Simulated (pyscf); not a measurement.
`[F][In]([F])[F]` + `[FH]` -> `[FH]` + `[F][In]([F])[F]` (four-centre exchange; singlet surface; F–In, F–H broken, F–H, F–In formed). Optimised with ωB97X-D3(BJ)/def2-SVP in PySCF. MP2 and CC: frozen core, UHF for open shells. ΔMP2 is the change of the MP2 total energy from the triple- to the quadruple-zeta basis. Energies in kcal/mol from the separated reactants.

| level | barrier | reaction energy |
|---|---|---|
| B3LYP-D3(BJ)/def2-TZVP | -13.4 | 0.0 |
| M06-2X/def2-TZVP | -16.4 | 0.0 |
| ωB97M-D3(BJ)/def2-TZVP | -13.4 | 0.0 |
| MP2/def2-QZVPP | -13.3 | 0.0 |
| CCSD/def2-TZVPP | ___ | 0.0 |
| CCSD(T)/def2-TZVPP | -13.1 | 0.0 |
| CCSD(T)/def2-TZVPP + ΔMP2(QZVPP) | ___ | 0.0 |

**Question.** What belongs in the gaps?

**Answer.** 
- CCSD/def2-TZVPP, barrier: -11.8
- CCSD(T)/def2-TZVPP + ΔMP2(QZVPP), barrier: -12.8

On the reactant side the descent ends in an adduct with a F–In contact, 16.1 kcal/mol under the separated species and 1.8 kcal/mol under the saddle at ωB97X-D3(BJ)/def2-TZVP. On the product side the descent ends in an adduct with a F–In contact, 16.1 kcal/mol under the separated species and 1.9 kcal/mol under the saddle at ωB97X-D3(BJ)/def2-TZVP. At B3LYP-D3(BJ), M06-2X, ωB97M-D3(BJ)/def2-TZVP, MP2, CCSD, CCSD(T), CCSD(T) the saddle lies under the separated reactants, which points to a path from their complex (located at ωB97X-D3(BJ) alone). At B3LYP-D3(BJ), M06-2X, ωB97M-D3(BJ)/def2-TZVP, MP2, CCSD, CCSD(T), CCSD(T) the saddle lies under the separated products, which points to a path from their complex (located at ωB97X-D3(BJ) alone). What is counted as formed (F–In) is already present as a longer contact in the reactant adduct; forming that adduct is a step of its own. What is counted as broken (F–In) persists as a longer contact in the product adduct; parting that adduct is a step of its own. This is the saddle that the search found; another between the same sides may lie lower. The CCSD(T) − MP2 part came from Ansatz, without density fitting, on the same reference. The frozen core leaves the outer d or s,p core shells of the metals and heavy elements correlated in the MP2 and CC values, and def2-TZVPP describes them poorly, which can shift differences by a few kcal/mol. Elements past Kr carry the def2 core potentials, without spin-orbit coupling.
